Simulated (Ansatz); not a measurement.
# CF4 (singlet): from Hartree-Fock to the top rungs, cc-pVDZ

How much of the correlation energy of CF4 (singlet) does each wave-function method recover here?

Program: Ansatz 0.2.0, Gaussian basis. Level of theory: cc-pVDZ, core rule «outside noble gas», up to 5 orbitals frozen. These are calculated values, not measurements.

The runs, in order: UHF; CCSD(T) on RHF; BCCD(T) on RHF; CCSDT(Q) on RHF; CASSCF and MRCISD+Q, 8 electrons in 8 orbitals; CASSCF and NEVPT2, 8 electrons in 8 orbitals.

**1. The system**

The geometry is a PBE0/def2-TZVP stationary point (not a proven minimum).

5 atoms, charge 0, spin multiplicity 1.

Atoms are counted from 1 here; the program's logs count them from 0.

Bond lengths: C1–F2 1.318 Å, C1–F3 1.318 Å, C1–F4 1.318 Å, C1–F5 1.318 Å. Angles: F2–C1–F3 109.5°, F2–C1–F4 109.5°, F2–C1–F5 109.5°, F3–C1–F4 109.5°, F3–C1–F5 109.5°, F4–C1–F5 109.5°.

**2. UHF**

in.yaml reads:

```yaml
crystal:
  periodic: [false, false, false]
  atoms:
    - {symbol: C, position_ang: [0.000000, 0.000000, 0.000000]}
    - {symbol: F, position_ang: [0.759852, 0.762198, 0.760681]}
    - {symbol: F, position_ang: [-0.763199, -0.758394, 0.761133]}
    - {symbol: F, position_ang: [-0.758619, 0.759619, -0.764483]}
    - {symbol: F, position_ang: [0.761966, -0.763423, -0.757331]}
basis:
  gaussian: {orbitals: cc-pVDZ}
magnetization: {spin_polarized: true, initial_magnetization: 0}
hamiltonian: {xc: hf}
output: {orbitals: {seedname: orbitals}}
```

The run is started by

```bash
$ ansatz run in.yaml --threads 1 --pin off --events-out ev --progress --plain --max-ram 4096MiB --backend cpu
```

The runs that follow: CCSD(T) on RHF; BCCD(T) on RHF; CCSDT(Q) on RHF; CASSCF and MRCISD+Q, 8 electrons in 8 orbitals; CASSCF and NEVPT2, 8 electrons in 8 orbitals.

Q: Predict the results of all the runs planned. Wanted: RCCSDT(Q) from the RHF energy; RMP2 from RCCSDT(Q); RCCSD from RCCSDT(Q); RCCSD(T) from RCCSDT(Q); NEVPT2 frontier from RCCSDT(Q); MRCISD+Q frontier from RCCSDT(Q); T1 diagnostic.

**Answer**, as computed:

```
                         quantity        value
    RCCSDT(Q) from the RHF energy  -24.4121 eV
              RMP2 from RCCSDT(Q)   +759.8 meV
             RCCSD from RCCSDT(Q)   +513.8 meV
          RCCSD(T) from RCCSDT(Q)    +62.1 meV
   NEVPT2 frontier from RCCSDT(Q)  +1036.2 meV
 MRCISD+Q frontier from RCCSDT(Q)   +565.5 meV
levels within 1 kcal/mol (43 meV)         none
                    T1 diagnostic        0.011
```

RCCSD(T) misses by +62.1 meV, 0.3 % of the correlation energy. Of the multireference levels listed MRCISD+Q frontier comes nearest in total energy (+565.5 meV), which doesn't show that its space is the better one. These misses are within one basis, not against nature.
